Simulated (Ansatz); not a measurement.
Results of revPBE in Ansatz (plane waves, PAW) for chalcopyrite CdGeAs2.

Input:

Ansatz 0.2 input:
```yaml
crystal:
  lattice:
    - [-3.0495721058, 3.0495721058, 5.785499068]
    - [3.0495721058, -3.0495721058, 5.785499068]
    - [3.0495721058, 3.0495721058, -5.785499068]
  atoms:
    - { symbol: Cd, position: [0.0, 0.0, 0.0] }
    - { symbol: Cd, position: [0.75, 0.25, 0.5] }
    - { symbol: Ge, position: [0.5, 0.5, 0.0] }
    - { symbol: Ge, position: [0.25, 0.75, 0.5] }
    - { symbol: As, position: [0.875, 0.8473276503, 0.4723276503] }
    - { symbol: As, position: [0.1526723497, 0.625, 0.0276723497] }
    - { symbol: As, position: [0.375, 0.4026723497, 0.5276723497] }
    - { symbol: As, position: [0.5973276503, 0.125, 0.9723276503] }
basis:
  ecutwfc: 520
  ecutrho_ratio: 4
  xc_grid: 2
kpoints:
  mp_grid: { grid: [8, 8, 8] }
  band_path:
    path:
      - [0.0, 0.0, 0.0]
      - [0.0, 0.0, 0.071429]
      - [0.0, 0.0, 0.142857]
      - [0.0, 0.0, 0.214286]
      - [0.0, 0.0, 0.285714]
      - [0.0, 0.0, 0.357143]
      - [0.0, 0.0, 0.428571]
      - [0.0, 0.0, 0.5]
      - [0.125, 0.125, 0.375]
      - [0.25, 0.25, 0.25]
      - [0.1875, 0.3125, 0.1875]
      - [0.125, 0.375, 0.125]
      - [0.0625, 0.4375, 0.0625]
      - [0.0, 0.5, 0.0]
      - [0.0, 0.4, 0.0]
      - [0.0, 0.3, 0.0]
      - [0.0, 0.2, 0.0]
      - [0.0, 0.1, 0.0]
      - [0.1, 0.1, -0.1]
      - [0.2, 0.2, -0.2]
      - [0.3, 0.3, -0.3]
      - [0.4, 0.4, -0.4]
      - [0.5, 0.5, -0.5]
      - [0.43982, 0.56018, -0.43982]
      - [0.37964, 0.62036, -0.37964]
      - [0.31946, 0.68054, -0.31946]
      - [-0.31946, 0.31946, 0.31946]
      - [-0.266217, 0.266217, 0.266217]
      - [-0.212973, 0.212973, 0.212973]
      - [-0.15973, 0.15973, 0.15973]
      - [-0.106487, 0.106487, 0.106487]
      - [-0.053243, 0.053243, 0.053243]
      - [-0.13892, 0.13892, 0.5]
      - [0.5, 0.5, -0.13892]
      - [0.5, 0.5, -0.22919]
      - [0.5, 0.5, -0.31946]
      - [0.5, 0.5, -0.40973]
    npoints: 1
hamiltonian:
  xc: revpbe
  dispersion: none
  pseudopotentials: { kind: paw }
scf:
  occupations: { method: fermi_dirac, width: 0.01 }
  convergence: { dr2_threshold: 0.0000000008 }
output:
  forces: true
  stress: true
  eigenvalues: true
  write_bands: true
```

Excerpt of the program's output:

```
Crystal: 8 atoms, lattice volume = 215.218 Å³
Basis set: ecut = 520 eV, 5817 PW (Γ), exchange–correlation on 108×108×108 points (8 copies of the dense FFT grid, shifted against one another)
Bands: 77, of which v1, the nominal top of the filled ones, is band 64 counted from 1 (63 counted from 0)
Symmetry: 8 space group operations
Space group: I-42d (ITA 122), of the structure as read, at distance tolerance 6.0e-5 Å
k-points: 59 of 512 (time reversal used)
Functional: x = revpbe(κ = 1.245, μ = 0.2195149727645171), c = pbe(β = 0.06672455060314922)
SCF iter   1: F=—  HF=-44560.894295 eV  |F-HF|=—  |Δ(HF+E_count)|=         —  Δρ=1.91e-3  dr2=6.05e-3
SCF iter   2: F=—  HF=-44560.895074 eV  |F-HF|=—  |Δ(HF+E_count)|=   7.78e-4  Δρ=8.38e-4  dr2=9.96e-4
  ...
SCF iter   9: F=—  HF=-44560.895235 eV  |F-HF|=—  |Δ(HF+E_count)|=   7.14e-9  Δρ=4.20e-7  dr2=6.41e-10
SCF iter  10: F=-44560.895235 eV  HF=-44560.895235 eV  |F-HF|=1.96e-10  |Δ(HF+E_count)|=  8.00e-11  Δρ=1.86e-7  dr2=9.01e-11
SCF 1 converged in 10 iterations: F = -44560.895235 eV  dr2 = 9.01e-11
SCF converged after 10 iterations
Free energy (F): -44560.895235 eV
Internal energy: -44560.895230 eV  (E = F + TS)
E sigma→0 (E₀):  -44560.895233 eV
Fermi energy:    7.800258 eV
--- Forces (eV/Å), atoms counted from 1 ---
  atom   1  Cd     0.00000000     0.00000000    -0.00000000
  atom   2  Cd     0.00000000    -0.00000000    -0.00000000
  atom   3  Ge    -0.00000000     0.00000000     0.00000000
  atom   4  Ge    -0.00000000    -0.00000000     0.00000000
  atom   5  As    -0.00009271     0.00000000     0.00000000
  atom   6  As     0.00000000     0.00009271     0.00000000
  atom   7  As     0.00009271     0.00000000     0.00000000
  atom   8  As    -0.00000000    -0.00009271     0.00000000
--- Stress (GPa, compression-positive) ---
        0.005837       0.000000       0.000000
        0.000000       0.005837       0.000000
        0.000000       0.000000       0.006919
  P = ⅓ Tr σ = 0.0062 GPa (0.062 kbar)
```

The PAW data were made under PBE.

It cost very roughly 4 core-minutes of CPU time.

Ansatz is a quantum-chemistry and plane-wave program.
